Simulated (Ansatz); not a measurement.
# Relaxing B

All numbers below come from DFT r2SCAN, scalar-relativistic, plane waves, PAW in Ansatz. Cutoff 500 eV, Γ-centred k mesh, Gaussian smearing, no spin polarisation in the final step.

B was placed on the beta-tin structure type (I4_1/amd, No. 141), at a guessed volume.

```xyz
2
Lattice="-1.8729 1.8729 1.0217 1.8729 -1.8729 1.0217 1.8729 1.8729 -1.0217" Properties=species:S:1:pos:R:3 pbc="T T T"
B     0.0000    0.0000    0.0000
B     0.0000    1.8729    0.5108
```

Cell and atoms relax at zero pressure; the relaxation can't lower the symmetry of the start. After a coarse first stage the cell is made exact in the group found at 0.06 Å.

Energies count from the standard state of B at the same level.

Question: Describe the relaxed structure.

Answer: It keeps I4_1/amd (No. 141), but not the shape of the type it started on. Conventional cell: a = 4.557 Å, c = 1.587 Å. B is coordinated by 2 B at 1.59 Å.

```
B
1.0
    -2.27857    2.27857    0.79372
     2.27857   -2.27857    0.79372
     2.27857    2.27857   -0.79372
B
2
Cartesian
  0.0000 0.0000 0.0000
  0.0000 2.2786 0.3969
```

Question: What are its volume, energy, density and gap?

Answer: The volume per atom is 8.24 Å³. The density is 2.18 g/cm³. The energy over the standard structure is 1.01 eV/atom and the gap on the 36×36×36 mesh is 0 eV (a metal).

The final run used a 36×36×36 mesh on its 2-atom cell and 0.10 eV smearing. For metals, differences of a few meV/atom aren't resolved. Symmetry constrained the relaxation, so the result can be a saddle point. The steps took of the order of 2.8 core-minutes in all.

This form isn't the element's structure at ambient conditions.